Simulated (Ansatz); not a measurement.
C3H5N can be A, `CC=C=N`, or B, `[C-]#[N+]CC`.

Calculated with Ansatz (gas phase, PBE0-D4/def2-TZVP geometries, no zero-point term in ΔE). CCSD(T)/CBS adds triple-zeta CCSD(T) − MP2 to the extrapolated MP2 energy (def2 sets, frozen cores). Functionals use def2-TZVPP. B3LYP here is the variant with VWN-RPA as its local correlation; programs differ in this. One conformer a species, not always the lowest.

A:

```xyz
9

C    -0.563   -0.296    1.134
C     0.009   -0.577   -0.223
C     0.382    0.351   -1.063
N     0.614    1.220   -1.890
H     0.061   -0.724    1.924
H    -0.645    0.776    1.314
H    -1.562   -0.731    1.233
H     0.138   -1.605   -0.544
H     1.565    1.585   -1.885
```

B:

```xyz
9

C     1.468   -0.062    2.120
N     1.015   -0.222    1.060
C     0.436   -0.394   -0.222
C    -0.844    0.408   -0.374
H     1.174   -0.091   -0.969
H     0.245   -1.460   -0.366
H    -0.651    1.473   -0.242
H    -1.584    0.097    0.364
H    -1.259    0.250   -1.371
```

(1) Which is lower in electronic energy at CCSD(T)/CBS, and by how much? (Estimate.)

(2) Give E(B) − E(A) in kJ/mol with HF/def2-TZVPP, B3LYP, r2SCAN-D4, CCSD(T)/def2-SVP, PBE0-D4, BLYP-D4, LDA (SPW92). (Best estimate.)

(3) Does the order hold for the free energy at 298.15 K (harmonic terms from PBE0-D4)? (An estimate is asked.)

Largest T1 diagnostic: 0.013.

Results:

(1) Ansatz gave: B, by 21.9 kJ/mol.

(2) The calculation gave: HF/def2-TZVPP -52.4, B3LYP -3.2, r2SCAN-D4 6.3, CCSD(T)/def2-SVP -37.2, PBE0-D4 0.9, BLYP-D4 4.7, LDA (SPW92) 25.6. The order is the other way round with r2SCAN-D4, PBE0-D4, BLYP-D4, LDA (SPW92).

(3) The calculation gave: Yes: G(B) − G(A) = -18.8 kJ/mol, for one conformer each.

From r2SCAN to r2SCAN0 (25 % exact exchange), in def2-TZVPP and without D4, E(B) − E(A) moves by −10.4 kJ/mol. At CCSD(T), def2-SVP lies −15.3 kJ/mol from the extrapolated value and def2-TZVPP −3.5 kJ/mol.
